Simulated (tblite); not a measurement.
Compound: C₄H₈OS (charge -1 and doublet state).
Geometry (GFN2-xTB, Å), atoms numbered from 1 in this order:
```
atom  x, y, z in Å
C1    -1.952   -0.021   -0.576
C2    -1.093    0.730    0.447
C3     0.210    0.030    0.698
S4     0.869   -0.010    2.268
O5     1.063    0.162   -0.450
C6     2.244   -0.561   -0.361
H7    -2.892    0.504   -0.763
H8    -1.407   -0.110   -1.514
H9    -2.180   -1.022   -0.214
H10   -0.930    1.754    0.069
H11   -1.627    0.801    1.397
H12    2.079   -1.636   -0.546
H13    2.684   -0.452    0.639
H14    2.932   -0.170   -1.116
```

Calculated harmonic vibrations of the isolated species, GFN2-xTB (tblite), most abundant isotopes, no scaling. Against measured fundamentals such values can be off by several per cent, at times by over 20. One conformer, not necessarily the lowest. Open shells enter through the occupations alone, without spin polarisation, and single modes of such species can be off by tens of per cent.

Harmonic wavenumbers (cm⁻¹): 58.6, 66.3, 114.1, 185.7, 215.4, 250.1, 316.9, 390.1, 477.3, 683.3, 789.0, 936.9, 986.7, 1056.3, 1090.1, 1110.8, 1138.5, 1144.0, 1194.1, 1260.0, 1311.6, 1386.4, 1393.8, 1467.8, 1470.8, 1498.8, 1505.9, 1516.1, 2777.8, 2809.1, 2890.4, 2940.9, 2957.0, 2970.5, 3012.4, 3025.6.

A = 3484, B = 2273, C = 1476 MHz; mass 104.030 u (most abundant isotopes); point group C1, symmetry number 1; spin multiplicity 2.

Problem. Zero-point energy?

Solution. Half the sum of the wavenumbers: 24200 cm⁻¹ = 289.49 kJ/mol.

Problem. Give the ideal-gas entropy at 350 K and 1 bar in the rigid-rotor, harmonic-oscillator model (classical rotation).

Solution. Translation 170.12, rotation 117.94, vibration 108.07, spin (R ln 2) 5.76: S = 401.9 J/(mol K).

Problem. And Cp and H(350 K) − H(0)?

Solution. Cp = 133.16 J/(mol K), of which vibrations give 99.91 (their classical limit is 36 R = 299.3); H(350 K) − H(0) = 30.60 kJ/mol without the zero-point energy, 18.96 from vibrations.

Problem. Which modes carry the vibrational entropy at 350 K?

Solution. 58.6 cm⁻¹: 20.17; 66.3 cm⁻¹: 19.15; 114.1 cm⁻¹: 14.68; 185.7 cm⁻¹: 10.76; 215.4 cm⁻¹: 9.59; 250.1 cm⁻¹: 8.44 J/(mol K); the other 30 give 25.27 together.

Problem. How do the functions run with temperature in this model?

Solution. 
```
T (K)  S (J/(mol K))  Cp (J/(mol K))  H − H(0) (kJ/mol)  G − H(0) (kJ/mol)  ln q(vib)
  100          281.9            70.6               5.11             -23.07       1.43
  200          339.1            95.8              13.51             -54.31       3.56
  300          382.4           120.0              24.27             -90.45       5.54
  500          455.8           170.4              53.45            -174.46       9.20
  800          548.6           224.3             113.30            -325.57      14.30
 1000          601.4           248.3             160.68            -440.68      17.46
```

q(vib) and H(0) count from the zero-point level.

Problem. What must be added to the electronic energy to get the Gibbs energy at 350 K and 1 bar?

Solution. ZPE + [H(350 K) − H(0)] − T·S = 289.49 + 30.60 − 140.66 = 179.43 kJ/mol.

Hindered rotation and anharmonicity are outside this model. Other conformers, if any are populated, would add a mixing term that is left out. The structure is chiral; the term R ln 2 for an equal mix with its mirror image is left out.
